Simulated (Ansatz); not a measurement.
Several settings on one geometry of the cluster P3⁻ (that of the charge -1 singlet, PBE-D4/def2-TZVPD). Ansatz on 4 threads of Arm Neoverse V2 on a shared host; times are rough.

```
atom    x (Å)    y (Å)    z (Å)
  P1   0.1702   0.4815   1.8967
  P2   0.0001   0.0000   0.0000
  P3  -0.1703  -0.4815  -1.8967
```

Totals from different functionals, basis sets or treatments of relativity can't be compared as stabilities.

DK, ANO-RCC and x2c sets are all-electron and run with scalar relativity unless a key says otherwise.

The spins typed aren't always the lowest for that charge.

Task: Give the basis size and estimate the energy, ⟨S²⟩ and time of these runs.

```
run                       method  charge    state                                                                                                                       further keys
  1  ROKS PBE0-D3(BJ)/def2-TZVPP      -1  triplet                                                                                        scf: {omitted_lower_state_checks: [starts]}
  2       UKS PBE0-D4/def2-TZVPP      -1  singlet                                                                                                                       forces asked
  3       RKS ωPBEh/ANO-RCC-VTZP      -1  singlet                                                                                 fitting: {mean_field: cc-pVTZ-jkfit}; forces asked
  4       UKS SVWN5/ANO-RCC-VTZP      -1  singlet  point_charges: [{charge: 1.00, position_ang: [4.862, -0.004, -0.813]}]; scf: {omitted_lower_state_checks: [starts]}; forces asked
```

Result: 
| run | functions | energy (Eh) | ⟨S²⟩ | wall time |
| --- | --- | --- | --- | --- |
| 1 | 126 | -1023.6573 | – | 5.5 s |
| 2 | 126 | -1023.7351 | 0.00 | 1.5 s |
| 3 | 102 | -1026.2712 | – | 1.2 s |
| 4 | 102 | -1022.9373 | 0.00 | 1.1 s |

The highest occupied level of an anion often lies above zero with these methods, and sets without diffuse functions describe the outer electron poorly.
